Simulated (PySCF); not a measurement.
## Threshold energies of C2 in a plasma

PBE in PySCF with def2-TZVPPD on every atom, for the lowest determinant that a PBE0 search found; no spin–orbit coupling.

```csv
species,state (unpaired electrons),Re (Å),ωe (cm⁻¹),energy of the minimum from the neutral (eV),De (eV),dissociates to
C2,"triplet (σ ↑, π ↑)",1.313,1648,0.00,6.91,C + C
C₂⁺,"quartet (σ ↑, π ↑↑)",1.419,1286,11.86,6.58,C⁺ + C
C₂⁻,doublet (σ ↑),1.267,1815,-3.31,9.01,C + C⁻
```

Problem. Work out the lowest energy to break C2 into atoms, from its vibrational ground state.

Solution. D0 = De − ωe/2 = 6.91 − 0.10 = 6.81 eV (PBE/def2-TZVPPD).

Problem. Work out the ionisation energy of the C atom at this level and the threshold of dissociative ionisation.

Solution. IE(C) = 11.86 + 6.58 − 6.91 = 11.53 eV, so C⁺ + C + e⁻ appears at D0 + IE(C) = 18.34 eV (PBE/def2-TZVPPD). The measured IE(C) is 11.26 eV (NIST ASD).

Problem. Work out the electron affinity of the C atom and the threshold of dissociative attachment.

Solution. EA(C) = 6.91 − 9.01 − (-3.31) = 1.21 eV, so C + C⁻ needs D0 − EA(C) = 5.60 eV (PBE/def2-TZVPPD). The measured EA(C) is 1.262 eV.

Problem. At which energy does ion-pair formation open?

Solution. C⁺ + C⁻ lies at D0 + IE(C) − EA(C) = 17.13 eV (PBE/def2-TZVPPD).

These are thermodynamic thresholds; the onsets seen under electron impact lie higher where the geometry changes, and cross-sections peak well above them.

The highest Kohn–Sham level is positive in this anion. Much of that is self-interaction error, but it also means that the finite basis helps to hold the extra electron. States were picked by a PBE0 search and need not be the measured ground states.
